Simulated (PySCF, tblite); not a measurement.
# F2O2S: calculation against experiment

**Experimental background.**

From NIST CCCBDB Release 22 (SRD 101), experimental dipoles, for the gas: dipole moment (microwave Stark effect) 1.12 D.

CRC Handbook of Chemistry and Physics lists, for the gas at 298.15 K: standard entropy 284 J/(mol K).

The runs below try to reproduce these values; the comparison stands at the end.

Species: F₂O₂S.
Atom-mapped SMILES: `[O:1]=[S:2](=[O:3])([F:4])[F:5]`

Cartesian coordinates in Å at the GFN2-xTB level; atoms count from 1:
```xyz
5
F2O2S angstrom
O     -0.2383   -1.1049   -0.9766
S     -0.0639   -0.1609    0.0428
O     -0.3608   -0.3767    1.3940
F     -0.7443    1.2117   -0.4131
F      1.4159    0.4336   -0.0642
```

Runs made with PySCF (gas phase, on this GFN2-xTB geometry; no spin–orbit coupling):

| level | job | basis functions | wall time |
| --- | --- | --- | --- |
| PBE0/pcSseg-1 | shieldings, charges and field gradients, density and orbital grids written | 92 | 7.3 s |

Hardware: x86-64 server, one thread, no GPU (shared host).

GFN2-xTB wavenumbers (cm⁻¹, harmonic, unscaled, at the method's own geometry): 296, 312, 425, 430, 446, 691, 715, 1172, 1407. Point group C2v, symmetry number 2. Entropy at 298.15 K and 1 bar in J/(mol K): translation 166.5, rotation 100.6, vibration 25.1.

**Comparison with experiment**

**Dipole moment.** Measured: 1.12 D (NIST CCCBDB Release 22 (SRD 101), experimental dipoles).

| level | computed (D) | computed − measured (D) | % (from the printed values) |
| --- | --- | --- | --- |
| PBE0/pcSseg-1 | 0.50 | -0.62 | -55 |

The computed dipoles belong to one fixed geometry; measured ones are averaged over vibrations unless marked μe. Magnitudes are compared, not signs.

**Standard entropy at 298.15 K.** Measured: 284 J/(mol K) (298.15 K; CRC Handbook of Chemistry and Physics).

| level | computed (J/(mol K)) | computed − measured (J/(mol K)) | % (from the printed values) |
| --- | --- | --- | --- |
| GFN2-xTB, rigid rotor and harmonic oscillator | 292.3 | +8.3 | +3 |

Ideal gas at 1 bar, most abundant isotopes; table values of this kind come from calorimetry or from spectroscopic constants.

The geometry is computed, not the measured one. Where a level misses, the cause wasn't examined.
